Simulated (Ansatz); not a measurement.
# BH2Cl (SMILES BCl) at BCCD(T)/def2-TZVP

What is the vertical ionisation energy of BH2Cl at BCCD(T)/def2-TZVP? 

The results are computed with Ansatz 0.2.0.

44 further runs of the same task are left out: 44 set aside as unsound or not needed.

## 1. Starting point

BH2Cl has 4 atoms, charge 0, and is taken as a singlet. As SMILES, `BCl`. The coordinates come from a PBE0-D4/def2-TZVP relaxation.

Bond lengths: B1–Cl2 1.733 Å, B1–H3 1.190 Å, B1–H4 1.190 Å. Angles: Cl2–B1–H3 118.1°, Cl2–B1–H4 118.1°, H3–B1–H4 123.7°.

## 2. A single-point energy at BCCD(T)/def2-TZVP

File job.yaml:

```yaml
crystal:
  periodic: [false, false, false]
  atoms:
    - symbol: B
      position_ang: [-0.116700, 0.021700, -0.075300]
    - symbol: Cl
      position_ang: [1.365000, -0.395300, 0.721200]
    - symbol: H
      position_ang: [-1.106200, -0.559500, 0.240400]
    - symbol: H
      position_ang: [-0.086600, 0.872800, -0.906600]
basis:
  gaussian:
    orbitals: def2-TZVP
scf:
  omitted_lower_state_checks: [cluster_reference, increment]
accuracy: high
correlation:
  method: bccd_t
  frozen_orbitals: {B: 1, Cl: 5, H: 0}
```

On the command line:

```
$ ansatz run job.yaml --threads 1 --pin off --max-ram 3480MiB --events-out events.jsonl --progress --plain --runs-dir runs
```

The program printed:

```text
Warning: RAYON_NUM_THREADS=1 ignored (pool sized by the plan → 1); use --threads N
Functional definition: HF
  name "HF"
  exchange = exact_x
  correlation = 0
these checks for a lower state are left out or cut short: cluster_reference, increment
1294 factors; integrals over basis functions are off by at most 4.0e-9 eV
mean field evaluation 1: about -13207.5536 eV, gradient 1.1e1 eV
mean field evaluation 2: about -13207.5564 eV, gradient 1.1e1 eV
mean field evaluation 4: about -13208.1269 eV, gradient 1.5e0 eV
mean field evaluation 8: about -13208.1350 eV, gradient 4.2e-4 eV
mean field -13208.13498588 eV, -485.3900079357 hartree, gradient 1.2e-8 eV, S^2 0.000000; 0 other end points of the search recorded, 0 dependent functions left out
6 core orbitals not correlated: weight in the atoms' cores, before any rotation towards them, 1.000 or more for the frozen orbitals, at most 0.000 for the correlated occupied ones
reference -13208.13498588 eV, -485.3900079357 hartree; 6, 6 occupied and 68, 68 virtual orbitals, 1294 factors
second order -7.78649975 eV of doubles, -0.00000000 eV of singles
cycle   1  -8.41032261 eV  change   -6.2e-1 eV  update   6.0e-2
cycle   2  -8.61874292 eV  change   -2.1e-1 eV  update   1.8e-2
cycle   3  -8.65630951 eV  change   -3.8e-2 eV  update   1.0e-2
cycle   4  -8.65027775 eV  change    6.0e-3 eV  update   3.5e-3
cycle   5  -8.64822856 eV  change    2.0e-3 eV  update   1.4e-3
cycle   6  -8.64800056 eV  change    2.3e-4 eV  update   4.0e-4
cycle   7  -8.64802524 eV  change   -2.5e-5 eV  update   6.8e-5
cycle   8  -8.64804393 eV  change   -1.9e-5 eV  update   2.0e-5
cycle   9  -8.64804220 eV  change    1.7e-6 eV  update   5.1e-6
cycle  10  -8.64804111 eV  change    1.1e-6 eV  update   1.4e-6
cycle  11  -8.64804173 eV  change   -6.2e-7 eV  update   3.9e-7
cycle  12  -8.64804165 eV  change    8.6e-8 eV  update   1.3e-7
cycle  13  -8.64804174 eV  change   -9.0e-8 eV  update   5.0e-8
cycle  14  -8.64804173 eV  change    9.9e-9 eV  update   2.5e-8
cycle  15  -8.64804171 eV  change    1.7e-8 eV  update   1.8e-8
cycle  16  -8.64804169 eV  change    1.5e-8 eV  update   1.2e-7
cycle  17  -8.64804172 eV  change   -2.3e-8 eV  update   2.8e-8
cycle  18  -8.64804172 eV  change   -1.9e-9 eV  update   9.4e-9
cycle  19  -8.64804172 eV  change   -1.5e-9 eV  update   2.6e-9
cycle  20  -8.64804172 eV  change  -7.3e-10 eV  update  8.0e-10
perturbative correction -0.34180286 eV, -0.0125610233 hartree
Total energy: -13217.12483046 eV, -485.7203786304 hartree
Checks for a lower state left out: cluster_reference, increment
```

Run time: 5.4 s. Hardware: 1 thread of Arm Neoverse V2, shared host; peak memory 0.43 GiB.

## 3. The doublet cation, same level

File in.yaml:

```yaml
crystal:
  periodic: [false, false, false]
  atoms:
    - {symbol: B, position_ang: [-0.116700, 0.021700, -0.075300]}
    - {symbol: Cl, position_ang: [1.365000, -0.395300, 0.721200]}
    - {symbol: H, position_ang: [-1.106200, -0.559500, 0.240400]}
    - {symbol: H, position_ang: [-0.086600, 0.872800, -0.906600]}
basis:
  gaussian: {orbitals: def2-TZVP}
total_charge: 1
magnetization: {spin_polarized: true, initial_magnetization: 1}
correlation: {method: bccd_t, frozen_orbitals: {B: 1, Cl: 5, H: 0}}
accuracy: high
scf: {omitted_lower_state_checks: [cluster_reference, increment]}
```

On the command line:

```
$ ansatz run in.yaml --threads 1 --pin off --max-ram 3480MiB --events-out events.jsonl --progress --plain --runs-dir runs
```

The program printed:

```text
Warning: RAYON_NUM_THREADS=1 ignored (pool sized by the plan → 1); use --threads N
[... 4 set-up lines as earlier in the session ...]
these checks for a lower state are left out or cut short: cluster_reference, increment
1294 factors; integrals over basis functions are off by at most 4.0e-9 eV
mean field evaluation 1: about -13195.1299 eV, gradient 1.5e1 eV
mean field evaluation 2: about -13195.1341 eV, gradient 1.5e1 eV
mean field evaluation 4: about -13196.9230 eV, gradient 2.7e0 eV
mean field evaluation 8: about -13197.4333 eV, gradient 3.0e-1 eV
mean field evaluation 16: about -13197.4366 eV, gradient 1.2e-7 eV
mean field evaluation 32: about -13196.6515 eV, gradient 2.3e0 eV
mean field -13197.43657336 eV, -484.9968485270 hartree, gradient 1.8e-8 eV, S^2 0.765233; 4 other end points of the search recorded, 0 dependent functions left out
6 core orbitals not correlated: weight in the atoms' cores, before any rotation towards them, 1.000 or more for the frozen orbitals, at most 0.000 for the correlated occupied ones
reference -13197.43657336 eV, -484.9968485270 hartree; 6, 5 occupied and 68, 69 virtual orbitals, 1294 factors
second order -6.75148605 eV of doubles, -0.00000000 eV of singles
cycle   1  -7.52633487 eV  change   -7.7e-1 eV  update   7.8e-2
cycle   2  -7.83130567 eV  change   -3.0e-1 eV  update   3.4e-2
cycle   3  -7.88284282 eV  change   -5.2e-2 eV  update   2.7e-2
cycle   4  -7.88804017 eV  change   -5.2e-3 eV  update   2.0e-2
cycle   5  -7.87511380 eV  change    1.3e-2 eV  update   9.4e-3
cycle   6  -7.86718809 eV  change    7.9e-3 eV  update   2.9e-3
cycle   7  -7.86813593 eV  change   -9.5e-4 eV  update   9.0e-4
cycle   8  -7.86770568 eV  change    4.3e-4 eV  update   2.9e-4
cycle   9  -7.86783103 eV  change   -1.3e-4 eV  update   1.1e-4
cycle  10  -7.86782213 eV  change    8.9e-6 eV  update   4.0e-5
cycle  11  -7.86785821 eV  change   -3.6e-5 eV  update   1.5e-5
cycle  12  -7.86785229 eV  change    5.9e-6 eV  update   4.9e-6
cycle  13  -7.86785182 eV  change    4.7e-7 eV  update   1.9e-6
cycle  14  -7.86785071 eV  change    1.1e-6 eV  update   8.2e-7
cycle  15  -7.86785072 eV  change   -4.7e-9 eV  update   4.0e-7
cycle  16  -7.86785093 eV  change   -2.1e-7 eV  update   1.5e-7
cycle  17  -7.86785083 eV  change    1.0e-7 eV  update   7.1e-8
cycle  18  -7.86785081 eV  change    1.4e-8 eV  update   4.9e-8
cycle  19  -7.86785080 eV  change    1.4e-8 eV  update   3.7e-8
cycle  20  -7.86785095 eV  change   -1.5e-7 eV  update   8.5e-8
cycle  21  -7.86785095 eV  change    1.6e-9 eV  update   3.5e-8
cycle  22  -7.86785095 eV  change   -8.8e-9 eV  update   1.9e-8
cycle  23  -7.86785096 eV  change  -2.5e-10 eV  update   1.2e-8
cycle  24  -7.86785096 eV  change  -5.6e-10 eV  update   4.5e-9
cycle  25  -7.86785095 eV  change    2.2e-9 eV  update   1.7e-9
cycle  26  -7.86785095 eV  change   2.3e-10 eV  update  6.4e-10
perturbative correction -0.35338938 eV, -0.0129868203 hartree
Total energy: -13205.65781369 eV, -485.2989735369 hartree
Checks for a lower state left out: cluster_reference, increment
```

Run time: 17 s. Hardware: 1 thread of Arm Neoverse V2, shared host; peak memory 0.84 GiB.

## 4. Summary of results

At BCCD(T)/def2-TZVP, 6 core orbitals frozen:

| quantity | value |
| --- | --- |
| singlet BH2Cl: total energy | -485.72038 Eh |
| singlet BH2Cl: correlation energy (6 core orbitals frozen) | -330.4 mEh |
| singlet BH2Cl: (T) correction | -12.56 mEh |
| doublet cation: total energy | -485.29897 Eh |
| doublet cation: correlation energy (6 core orbitals frozen) | -302.1 mEh |
| doublet cation: (T) correction | -12.99 mEh |
| doublet cation: ⟨S²⟩ of the reference determinant | 0.765 |
| vertical ionisation energy (to the doublet cation) | 11.467 eV |

What this shows: Removing an electron at fixed nuclei costs 11.47 eV (1106 kJ/mol). The triples (singlet BH2Cl) make up 3.8 % of the correlation energy. The triples (doublet cation) make up 4.3 % of the correlation energy.
